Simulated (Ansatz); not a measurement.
# Al₂H (doublet): the correlation ladder at distance Al1–Al2 = 2.462 Å, 6-31G

Aim: climb from Hartree-Fock through coupled cluster and multireference methods for Al₂H (doublet) at one geometry and basis, and see what each rung misses.

The runs use Ansatz 0.2.0, Gaussian basis; 6-31G, core rule «outside noble gas», up to 10 orbitals frozen.

Plan: UHF; CCSD(T) on ROHF; CCSD(T) on UHF; BCCD(T) on ROHF; CISD; CCSDT(Q) on ROHF; CCSDT(Q) on UHF; CISDTQ; CCSDTQ on ROHF; CCSDTQ on UHF; CASSCF and MRCISD+Q, 3 electrons in 3 orbitals; CASSCF and NEVPT2, 3 electrons in 3 orbitals; CASSCF and MRCISD+Q, 7 electrons in 9 orbitals; CASSCF and NEVPT2, 7 electrons in 9 orbitals; Full CI.

17 further runs of the same task are left out: 13 that didn't finish, 4 set aside as unsound or not needed.

## (1) The system

The geometry derives from a PBE0/def2-TZVP stationary point (not a proven minimum). One bond is set to the value named and the two fragments are kept rigid.

3 atoms, charge 0, spin multiplicity 2.

Atoms are counted from 1 here; the program's logs count them from 0.

Bond lengths: Al1–Al2 2.462 Å, Al1–H3 1.619 Å. Angles: Al2–Al1–H3 180.0°.

## (2) UHF

in.yaml

```yaml
crystal:
  periodic: [false, false, false]
  atoms:
    - {symbol: Al, position_ang: [0.000000, 0.000000, 0.280923]}
    - {symbol: Al, position_ang: [0.000000, 0.000000, -2.181077]}
    - {symbol: H, position_ang: [0.000000, 0.000000, 1.900153]}
basis:
  gaussian: {orbitals: 6-31G}
magnetization: {spin_polarized: true, initial_magnetization: 1}
hamiltonian: {xc: hf}
output: {orbitals: {seedname: orbitals}}
```

On the command line:

```
$ ansatz run in.yaml --threads 1 --pin off --events-out ev --progress --plain --max-ram 2393MiB
```

The runs that follow: CCSD(T) on ROHF; CCSD(T) on UHF; BCCD(T) on ROHF; CISD; CCSDT(Q) on ROHF; CCSDT(Q) on UHF; CISDTQ; CCSDTQ on ROHF; CCSDTQ on UHF; CASSCF and MRCISD+Q, 3 electrons in 3 orbitals; CASSCF and NEVPT2, 3 electrons in 3 orbitals; CASSCF and MRCISD+Q, 7 electrons in 9 orbitals; CASSCF and NEVPT2, 7 electrons in 9 orbitals; Full CI.

Before running them: what should the planned runs give, taken together? Wanted: FCI below the RHF energy; RMP2 from FCI; UMP2 from FCI; RCCSD from FCI; RCCSD(T) from FCI; UCCSD(T) from FCI; RCCSDT(Q) from FCI; UCCSDT(Q) from FCI; MRCISD+Q pair from FCI.

**Answer**, as computed:

| quantity | value |
| --- | --- |
| FCI below the RHF energy | -2.2517 eV |
| RMP2 from FCI | +77.0 kJ/mol |
| UMP2 from FCI | +83.3 kJ/mol |
| RCCSD from FCI | +7.8 kJ/mol |
| RCCSD(T) from FCI | +2.8 kJ/mol |
| UCCSD(T) from FCI | +3.5 kJ/mol |
| RCCSDT(Q) from FCI | +0.1 kJ/mol |
| UCCSDT(Q) from FCI | +0.2 kJ/mol |
| MRCISD+Q pair from FCI | -2.9 kJ/mol |
| NEVPT2 valence from FCI | +16.6 kJ/mol |
| MRCISD+Q valence from FCI | +0.4 kJ/mol |
| levels within 1 kcal/mol (43 meV) | RCCSD(T), UCCSD(T), BCCD(T), RCCSDT, UCCSDT, CISDTQ, RCCSDT(Q), UCCSDT(Q), RCCSDTQ, UCCSDTQ, MRCISD+Q pair, MRCISD valence, MRCISD+Q valence |
| T1 diagnostic | 0.022 |
| effectively unpaired electrons | 1.12 |

RCCSD(T) lands +2.8 kJ/mol from the yardstick (1.3 % of the correlation energy). MRCISD+Q pair falls below full CI: the +Q correction isn't variational, and the cores differ from full CI's. One determinant dominates. Of the multireference levels listed MRCISD+Q valence comes nearest in total energy (+0.4 kJ/mol), which doesn't show that its space is the better one. These misses are within one basis, not against nature; the frozen cores of restricted and unrestricted runs differ, which can shift their rows.
